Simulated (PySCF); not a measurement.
## Reproducing measurements on naphthalene

**The experiment to reproduce.**

NIST CCCBDB Release 22 (SRD 101), experimental polarizabilities lists, for the gas: mean polarisability 17.4 Å³.

How close the calculation comes is told at the end.

Naphthalene, C₁₀H₈.
Atom-mapped SMILES: `[cH:1]1[cH:2][cH:3][c:4]2[cH:5][cH:6][cH:7][cH:8][c:9]2[cH:10]1` (hydrogens: H11 on C1; H12 on C2; H13 on C3; H14 on C5; H15 on C6; H16 on C7; H17 on C8; H18 on C10)

Cartesian coordinates in Å at the PBE0-D3(BJ)/def2-SVP level; atoms count from 1:
```
atom  x, y, z in Å
C1     2.2703    1.1175   -0.0546
C2     2.5163   -0.2725    0.0350
C3     1.4677   -1.1609    0.0811
C4     0.1252   -0.7031    0.0405
C5    -0.9785   -1.5937    0.0864
C6    -2.2684   -1.1188    0.0455
C7    -2.5146    0.2712   -0.0439
C8    -1.4663    1.1600   -0.0901
C9    -0.1237    0.7026   -0.0497
C10    0.9805    1.5926   -0.0956
H11    3.1115    1.8138   -0.0908
H12    3.5453   -0.6383    0.0673
H13    1.6547   -2.2359    0.1501
H14   -0.7849   -2.6675    0.1554
H15   -3.1095   -1.8152    0.0817
H16   -3.5437    0.6367   -0.0760
H17   -1.6537    2.2349   -0.1589
H18    0.7873    2.6664   -0.1647
```

Runs made with PySCF (gas phase, on this PBE0-D3(BJ)/def2-SVP geometry; no spin–orbit coupling):

| level | job | basis functions | wall time |
| --- | --- | --- | --- |
| wB97X-D/def2-SVPD | 6 singlets by full TDDFT, polarisability, dynamic polarisability | 264 | 58 s |

Hardware: Arm Neoverse V2, one thread, on a shared host.

Results beside the measurements:

**Mean polarisability.** Measured: 17.4 Å³ (NIST CCCBDB Release 22 (SRD 101), experimental polarizabilities).

| level | computed (Å³) | computed − measured (Å³) | % (from the printed values) |
| --- | --- | --- | --- |
| wB97X-D/def2-SVPD | 17.29 | -0.11 | -1 |

The computed values are static and purely electronic, with core orbitals frozen in the response (1 au = 0.148185 Å³). The table of measured values doesn't say here whether a value is static or optical, or holds a vibrational part.

The geometry is computed, not the measured one. Where a level misses, the cause wasn't examined.
